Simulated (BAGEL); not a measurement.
# CH4OSi (SMILES CO[SiH]): a chain of runs

We compute a single-point energy (HF/def2-SV(P)), then the energy (NEVPT2(2,2)/def2-SV(P)), then the energy (CASPT2(2,2)/def2-SV(P)) of CH4OSi. 

The results are computed with BAGEL 1.2.2.

2 further runs of the same task are left out: 2 set aside as unsound or not needed.

## (1) The system as given

CH4OSi has 7 atoms, charge 0, and is taken as a singlet. SMILES: `CO[SiH]`. The Si3–H7 distance was set to 4.345 Å, away from the relaxed value. At this shape a bond of the SMILES string is far longer than usual.

Bond lengths: C1–O2 1.410 Å, O2–Si3 1.639 Å, C1–H4 1.092 Å, C1–H5 1.095 Å, C1–H6 1.092 Å. Angles: C1–O2–Si3 130.6°, O2–C1–H4 109.2°, O2–C1–H5 110.9°, O2–C1–H6 109.2°, H4–C1–H5 109.5°, H4–C1–H6 108.5°, H5–C1–H6 109.5°.

## (2) A single-point energy at HF/def2-SV(P) (density fitting with svp-jkfit) (run 1)

input.json reads:

```json
{ "bagel": [

{
  "title": "molecule",
  "basis": "def2-sv_p_.json",
  "df_basis": "svp-jkfit",
  "angstrom": "true",
  "geometry": [
    { "atom": "C", "xyz": [   -2.393047,   -0.363563,    1.543947 ] },
    { "atom": "O", "xyz": [   -2.323847,   -1.295563,    2.600047 ] },
    { "atom": "Si", "xyz": [   -1.083747,   -2.236363,    3.112347 ] },
    { "atom": "H", "xyz": [   -3.177047,   -0.668263,    0.846947 ] },
    { "atom": "H", "xyz": [   -1.436847,   -0.301563,    1.013747 ] },
    { "atom": "H", "xyz": [   -2.649947,    0.618437,    1.947847 ] },
    { "atom": "H", "xyz": [    1.841700,   -0.915600,    0.184100 ] }
  ]
},
{
  "title": "hf"
},
{
  "title": "print",
  "file": "orbitals.molden",
  "orbitals": "true"
}

]}
```

The basis set def2-SV(P) is read from a file made from the Basis Set Exchange's data (not shown).

On the command line:

```sh
$ BAGEL_NUM_THREADS=1 BAGEL input.json > input.out
```

Standard output:

```text
* using 1 threads per process

  ===============================================================
  ===============================================================

  *** Geometry ***

  { "atom" : "C", "xyz" : [     -4.522203,     -0.687034,      2.917637 ] },
  { "atom" : "O", "xyz" : [     -4.391434,     -2.448259,      4.913377 ] },
  { "atom" : "Si", "xyz" : [     -2.047985,     -4.226114,      5.881483 ] },
  { "atom" : "H", "xyz" : [     -6.003749,     -1.262834,      1.600498 ] },
  { "atom" : "H", "xyz" : [     -2.715247,     -0.569871,      1.915704 ] },
  { "atom" : "H", "xyz" : [     -5.007674,      1.168677,      3.680897 ] },
  { "atom" : "H", "xyz" : [      3.480309,     -1.730233,      0.347899 ] },

  Number of auxiliary basis functions:      352

  Since a DF basis is specified, we compute 2- and 3-index integrals:
    o Being stored without compression. Storage requirement is 0.008 GB

  Number of basis functions:       54
  Number of electrons      :       32

    * METHOD: MOLECULE                             0.09

  *** RHF ***

  === Nuclear Repulsion ===
    96.5095993442

      * DIIS with orbital gradients will be used.

  === RHF iteration (def2-sv_p_.json) ===
      0       -403.36961357          0.02272300           0.02
      1       -403.28364707          0.02401227           0.02
      2       -403.54480156          0.00578620           0.02
      3       -403.57123447          0.00172663           0.02
      4       -403.57298139          0.00037549           0.02
      5       -403.57310642          0.00014496           0.02
      6       -403.57312575          0.00006547           0.02
      7       -403.57312943          0.00002167           0.02
      8       -403.57312965          0.00000704           0.02
      9       -403.57312967          0.00000207           0.02
     10       -403.57312968          0.00000080           0.02
     11       -403.57312968          0.00000039           0.02
     12       -403.57312968          0.00000012           0.02
     13       -403.57312968          0.00000004           0.02
     14       -403.57312968          0.00000002           0.02
     15       -403.57312968          0.00000001           0.02
    * SCF iteration converged.

    * Permanent dipole moment:
           (    2.733320,     0.695338,    -2.106959) a.u.

    * METHOD: HF                                   0.34

    * METHOD: PRINT                                0.01

  ===============================================================
```

Wall time 0.56 s (1 thread of Arm Neoverse V1, shared host); peak memory 0.14 GiB.

## (3) A single-point energy at NEVPT2(2,2)/def2-SV(P) (density fitting with svp-jkfit) (run 2)

nevpt2.json reads:

```json
{ "bagel" : [

{
  "title" : "molecule",
  "basis" : "def2-sv_p_.json",
  "df_basis" : "svp-jkfit",
  "angstrom" : true,
  "geometry" : [
    { "atom" : "C", "xyz" : [   -2.393047,   -0.363563,    1.543947 ] },
    { "atom" : "O", "xyz" : [   -2.323847,   -1.295563,    2.600047 ] },
    { "atom" : "Si", "xyz" : [   -1.083747,   -2.236363,    3.112347 ] },
    { "atom" : "H", "xyz" : [   -3.177047,   -0.668263,    0.846947 ] },
    { "atom" : "H", "xyz" : [   -1.436847,   -0.301563,    1.013747 ] },
    { "atom" : "H", "xyz" : [   -2.649947,    0.618437,    1.947847 ] },
    { "atom" : "H", "xyz" : [    1.841700,   -0.915600,    0.184100 ] }
  ]
},
{
  "title" : "hf"
},
{
  "title" : "nevpt2",
  "nstate" : 1,
  "nact" : 2,
  "nclosed" : 15,
  "active" : [16, 17],
  "maxiter" : 200,
  "natocc" : true,
  "ncore" : 7
},
{
  "title" : "print",
  "file" : "orbitals.molden",
  "orbitals" : true
}

]}
```

The basis set def2-SV(P) is read from a file made from the Basis Set Exchange's data (not shown).

On the command line:

```sh
$ BAGEL_NUM_THREADS=1 BAGEL nevpt2.json > nevpt2.out
```

Standard output:

```text
* using 1 threads per process

  ===============================================================
  ===============================================================

  *** Geometry ***

  { "atom" : "C", "xyz" : [     -4.522203,     -0.687034,      2.917637 ] },
  { "atom" : "O", "xyz" : [     -4.391434,     -2.448259,      4.913377 ] },
  { "atom" : "Si", "xyz" : [     -2.047985,     -4.226114,      5.881483 ] },
  { "atom" : "H", "xyz" : [     -6.003749,     -1.262834,      1.600498 ] },
  { "atom" : "H", "xyz" : [     -2.715247,     -0.569871,      1.915704 ] },
  { "atom" : "H", "xyz" : [     -5.007674,      1.168677,      3.680897 ] },
  { "atom" : "H", "xyz" : [      3.480309,     -1.730233,      0.347899 ] },

  Number of auxiliary basis functions:      352

[... 21 lines left out ...]
    * SCF iteration converged.
[... 1 line left out ...]
    * Permanent dipole moment:
[... 28 lines left out ...]
    * Second-order optimization converged. *

     guess   0:   closed 1.                   open ..

  === FCI iteration ===

      0  0      -403.52858659     9.62e-02      0.00
      1  0      -403.66452924     3.21e-02      0.00
      2  0 *    -403.68020343     3.35e-16      0.00

     * ci vector, state   0, <S^2> = 0.0000
       2.     0.7631067834
       .2    -0.6462724172

  === DF-NEVPT2 calculation ===

    * 3-index integral transformation done
    * assembly done

      NEVPT2 correlation energy:   -0.3711665201      0.05

          (+0)     -0.3396252627
          (+0)'    -0.0065605611
          (+1)     -0.0076488601
          (+1)'    -0.0000000000
          (+2)     -0.0000470085
          (-1)     -0.0172691555
          (-1)'     0.0000000000
          (-2)     -0.0000156721

      NEVPT2 total energy:       -404.0513699537

    * METHOD: NEVPT2                               1.21

    * METHOD: PRINT                                0.01

  ===============================================================
```

Run time: 1.8 s. Hardware: 1 thread of Arm Neoverse V1, shared host; peak memory 0.14 GiB.

## (4) A single-point energy at CASPT2(2,2)/def2-SV(P) (density fitting with svp-jkfit) (run 3)

input.json reads:

```json
{ "bagel": [

{
  "title": "molecule",
  "basis": "def2-sv_p_.json",
  "df_basis": "svp-jkfit",
  "angstrom": true,
  "geometry": [
    { "atom": "C", "xyz": [      -2.393047,      -0.363563,       1.543947 ] },
    { "atom": "O", "xyz": [      -2.323847,      -1.295563,       2.600047 ] },
    { "atom": "Si", "xyz": [      -1.083747,      -2.236363,       3.112347 ] },
    { "atom": "H", "xyz": [      -3.177047,      -0.668263,       0.846947 ] },
    { "atom": "H", "xyz": [      -1.436847,      -0.301563,       1.013747 ] },
    { "atom": "H", "xyz": [      -2.649947,       0.618437,       1.947847 ] },
    { "atom": "H", "xyz": [       1.841700,      -0.915600,       0.184100 ] }
  ]
},

{
  "title": "hf"
},

{
  "title": "casscf",
  "nstate": 1,
  "nact": 2,
  "nclosed": 15,
  "active": [16, 17],
  "maxiter": 200,
  "natocc": true
},

{
  "title": "print",
  "file": "orbitals.molden",
  "orbitals": true
},

{
  "title": "smith",
  "method": "caspt2",
  "ms": true,
  "xms": true,
  "sssr": true,
  "shift": 0.2,
  "shift_imag": true,
  "ncore": 7
}

]}
```

The basis set def2-SV(P) is read from a file made from the Basis Set Exchange's data (not shown).

On the command line:

```sh
$ BAGEL_NUM_THREADS=1 BAGEL input.json > input.out
```

Standard output:

```text
* using 1 threads per process

  ===============================================================
  ===============================================================

  *** Geometry ***

  { "atom" : "C", "xyz" : [     -4.522203,     -0.687034,      2.917637 ] },
  { "atom" : "O", "xyz" : [     -4.391434,     -2.448259,      4.913377 ] },
  { "atom" : "Si", "xyz" : [     -2.047985,     -4.226114,      5.881483 ] },
  { "atom" : "H", "xyz" : [     -6.003749,     -1.262834,      1.600498 ] },
  { "atom" : "H", "xyz" : [     -2.715247,     -0.569871,      1.915704 ] },
  { "atom" : "H", "xyz" : [     -5.007674,      1.168677,      3.680897 ] },
  { "atom" : "H", "xyz" : [      3.480309,     -1.730233,      0.347899 ] },

  Number of auxiliary basis functions:      352

[... 21 lines left out ...]
    * SCF iteration converged.
[... 1 line left out ...]
    * Permanent dipole moment:
[... 27 lines left out ...]
    * Second-order optimization converged. *
[... 9 lines left out ...]
     * ci vector, state   0, <S^2> = 0.0000
[... 16 lines left out ...]
    * Zeroth order energy : state  0       -0.2682285313
[... 4 lines left out ...]
       #      aibj      arbs      arbi      airj      risj      airs      arst      rist         Etot      error   time
[... 2 lines left out ...]
       0  -0.33796  -0.00002  -0.01866  -0.00828  -0.00009  -0.00630  -0.00000   0.00000   -0.3713098  0.0004047   0.02
       1  -0.33796  -0.00002  -0.01867  -0.00828  -0.00009  -0.00633  -0.00000   0.00000   -0.3713524  0.0000293   0.02
       2  -0.33796  -0.00002  -0.01867  -0.00828  -0.00009  -0.00633  -0.00000  -0.00000   -0.3713528  0.0000028   0.02
       3  -0.33796  -0.00002  -0.01867  -0.00828  -0.00009  -0.00633  -0.00000  -0.00000   -0.3713528  0.0000005   0.02

      ------------------------------------------------------------------------------------------------------------------

    * CASPT2 energy : state  0     -404.0538559406
        w/o shift correction       -404.0515561935
        reference weight              0.8868539518

    * METHOD: SMITH                                0.14

  ===============================================================
```

Run time: 1.9 s. Hardware: 1 thread of Arm Neoverse V1, shared host; peak memory 0.14 GiB.

## (5) Summary of results

```
                                   quantity          value
         run 1, HF/def2-SV(P): total energy  -403.57313 Eh
        run 1, HF/def2-SV(P): dipole moment         8.95 D
          run 1, HF/def2-SV(P): HOMO energy       -5.50 eV
          run 1, HF/def2-SV(P): LUMO energy       -1.12 eV
        run 1, HF/def2-SV(P): HOMO–LUMO gap        4.38 eV
run 2, NEVPT2(2,2)/def2-SV(P): total energy  -404.05137 Eh
run 3, CASPT2(2,2)/def2-SV(P): total energy  -404.05386 Eh
```

**Reading.** One bond (run 1, HF/def2-SV(P)) is far stretched, which a spin-restricted single reference describes badly; a broken-symmetry solution may lie lower.
